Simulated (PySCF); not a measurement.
A PySCF script (with the pyscf-properties extension) for the NMR shieldings of `FCCCl`, C$_{2}$H$_{4}$ClF, on a PBE0-D3(BJ)/def2-SVP geometry:

```python
import basis_set_exchange as bse
import numpy as np
from pyscf import gto, dft
from pyscf.prop import nmr

atoms = """
F    -1.154860   -1.238361    0.633323
C    -0.745218   -0.024012    0.149892
C     0.738336   -0.090936   -0.135493
Cl    1.306972    1.485148   -0.733794
H    -1.303563    0.210320   -0.771709
H    -0.956231    0.760013    0.896217
H     0.955819   -0.849461   -0.899739
H     1.296957   -0.338374    0.777593
"""
names = dict.fromkeys(["F", "C", "Cl", "H"], "pcSseg-1")
basis = {el: gto.basis.parse(bse.get_basis(n, elements=[el], fmt="nwchem")) for el, n in names.items()}
mol = gto.M(atom=atoms, basis=basis, charge=0, verbose=0)
mf = dft.RKS(mol, xc="PBE0")
mf.grids.level = 2
mf.grids.alignment = dft.numint.BLKSIZE   # the property module wants whole blocks of grid points
mf.conv_tol = 1e-9
mf.kernel()

calc = nmr.RKS(mf)   # GIAO
C = mf.mo_coeff
Co = C[:, mf.mo_occ > 0]
resp = mf.gen_response(singlet=True, hermi=2)
def vind(x):   # induced exchange potential for any number of trial vectors
    d = np.einsum("pi,xij,qj->xpq", C, 2 * x.reshape(-1, C.shape[1], Co.shape[1]), Co, optimize=True)
    return np.einsum("xpq,pi,qj->xij", resp(d - d.transpose(0, 2, 1)), C, Co, optimize=True).ravel()
mo1, _ = nmr.rhf.solve_mo1(calc, with_cphf=vind)
sigma = calc.kernel(mo1)
for i, s in enumerate(sigma):   # ppm
    w = np.linalg.eigvalsh((s + s.T) / 2)
    print("%2d %-2s iso %8.1f  s11 %8.1f  s22 %8.1f  s33 %8.1f" % (i, mol.atom_pure_symbol(i), w.mean(), *w))
```

**Question.** What are the results?

**Answer.** 
```
 0 F  iso    409.8  s11    386.9  s22    388.6  s33    453.8
 1 C  iso    101.7  s11     64.6  s22     77.9  s33    162.5
 2 C  iso    139.7  s11    115.0  s22    133.1  s33    171.1
 3 Cl iso    910.9  s11    796.9  s22    840.4  s33   1095.2
 4 H  iso     26.9  s11     22.9  s22     28.6  s33     29.4
 5 H  iso     27.0  s11     22.8  s22     28.7  s33     29.4
 6 H  iso     27.8  s11     22.7  s22     27.1  s33     33.7
 7 H  iso     27.8  s11     22.7  s22     27.1  s33     33.7
```

These numbers come from an equivalent density-fitted implementation of the same equations, which agrees with the script to about 0.01 ppm for H and up to a few tenths of a ppm for heavy atoms, so last digits may differ.

**Question.** Turn these shieldings into chemical shifts. Chemical shifts δ = σref − σ; CFCl3 for ¹⁹F (σref 177.25); TMS for ¹³C (σref 184.41), ¹H (σref 31.27); ³⁵Cl (σref 943.27) vs HCl, all at this level.

**Answer.** Averaging equivalent atoms: F 0: -232.5; C 1: 82.8; C 2: 44.7; Cl 3: 32; H 4/5: 4.31; H 6/7: 3.43 ppm. Unscaled 19F shifts against computed CFCl3 carry errors that often reach 10 to 50 ppm.

Size and cost of the density-fitted run: 95 basis functions, 5.3 s wall time on 1 thread of an Arm Neoverse V1, shared host; peak memory 0.44 GiB.
